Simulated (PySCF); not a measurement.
# F4S: the cost of one run

The runs use PySCF 2.14.0; levels as typed in each script, gas phase, geometry from GFN2-xTB.

**1. Starting geometry**

SMILES `FS(F)(F)F`, 5 atoms, charge 0, spin multiplicity 1.

Bond lengths: F1–S2 1.755 Å, S2–F3 1.755 Å, S2–F4 1.756 Å, S2–F5 1.755 Å. Angles: F1–S2–F3 109.5°, F1–S2–F4 109.5°, F1–S2–F5 109.4°, F3–S2–F4 109.4°, F3–S2–F5 109.5°, F4–S2–F5 109.6°.

Coordinates:

```xyz
5
charge 0, multiplicity 1
F    -0.65421    1.27537    1.01303
S    -0.00031   -0.00016   -0.00045
F     0.65455   -1.27513    1.01311
F     1.27640    0.65386   -1.01275
F    -1.27619   -0.65381   -1.01260
```

**2. Density, bond paths and surface potential (M06-2X/def2-svp)**

input.py

```python
import numpy as np
from pyscf import gto, scf, dft
from pyscf.scf import atom_ks, atom_hf
from scipy.linalg import block_diag

def solve(mol, dm0=None, hcore=None):
    mf = (dft.UKS if mol.spin else dft.RKS)(mol, xc='m062x')
    mf.grids.level = 3
    mf = mf.density_fit(auxbasis='def2-universal-jkfit')
    mf.conv_tol, mf.max_cycle = 1e-8, 80
    if hcore is not None:
        mf.get_hcore = lambda *args: hcore
    mf.kernel(dm0)
    if not mf.converged:
        mf = mf.newton().run(mf.mo_coeff, mf.mo_occ, max_cycle=30)
    assert mf.converged, 'SCF not converged'
    return mf

mol = gto.M(atom='''
F     -0.65421     1.27537     1.01303
S     -0.00031    -0.00016    -0.00045
F      0.65455    -1.27513     1.01311
F      1.27640     0.65386    -1.01275
F     -1.27619    -0.65381    -1.01260
''', basis='def2-svp', charge=0, spin=0, verbose=4)
mf = solve(mol)
mf.analyze()
# spherically averaged free atoms, for the promolecule
atm = atom_ks.get_atm_nrks(mol, xc='m062x')
pro = block_diag(*[(atm[a[0]][2] * atm[a[0]][3]) @ atm[a[0]][2].T for a in mol._atom])
np.savez('result.npz', e=mf.e_tot, c=mf.mo_coeff, occ=mf.mo_occ, eps=mf.mo_energy, pro=pro, dip=mf.dip_moment(verbose=0), s2=mf.spin_square()[0])
```

Command:

```bash
> OMP_NUM_THREADS=1 python input.py
```

**Question.** How long does this run take on 1 thread of Intel Xeon Platinum 8259CL at 2.50GHz (Skylake/Cascade Lake), shared host, and how much memory does it need?

About 8.4 s, with a peak of 0.36 GiB.
